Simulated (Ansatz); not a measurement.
Reaction: SiPH5 (silylphosphane, SMILES P[SiH3]) → SiH3 (SMILES [SiH3], doublet) + PH2 (SMILES [PH2], doublet) (the P-Si bond breaks)
Each species at its own B3LYP-D3(BJ)/def2-TZVP minimum (Ansatz, a first-principles code).

Quantity: bond dissociation energy (electronic), in kcal/mol. Open shells are spin-unrestricted; no spin-orbit coupling. CBS(X,Y): correlation extrapolated as X^-3, Hartree-Fock from the larger set (Q,5: extrapolated as (X+1)exp(-9√X)). A bracket is a step between two methods taken in the basis named. Functionals run without relativity, which enters their misses. 'core' is core correlation in cc-pwCVTZ (1s frozen past Ne), 'X2C' scalar relativity in cc-pVTZ-DK, both at CCSD(T).

CCSD(T)/CBS(cc-pV(Q+d)Z,cc-pV(5+d)Z) + [CCSDT(Q) - CCSD(T)]/cc-pV(T+d)Z + core + X2C (Ansatz) gives 75.1 kcal/mol.

What does PBE/def2-TZVPD (Ansatz) give here, and how do the other levels compare?

PBE gives 72.0 kcal/mol, 3.1 kcal/mol below it. Differences of the others: r2SCAN/def2-TZVPD (Ansatz) -5.4; B3LYP/def2-TZVPD (Ansatz) -6.7; PBE0/def2-TZVPD (Ansatz) -3.4; wB97M-V/def2-TZVPD (Ansatz) 0.6; CCSD(T)/CBS(cc-pV(Q+d)Z,cc-pV(5+d)Z) + core + X2C (Ansatz) 0.0 kcal/mol. Nearer than PBE: wB97M-V/def2-TZVPD, CCSD(T)/CBS(cc-pV(Q+d)Z,cc-pV(5+d)Z) + core + X2C.
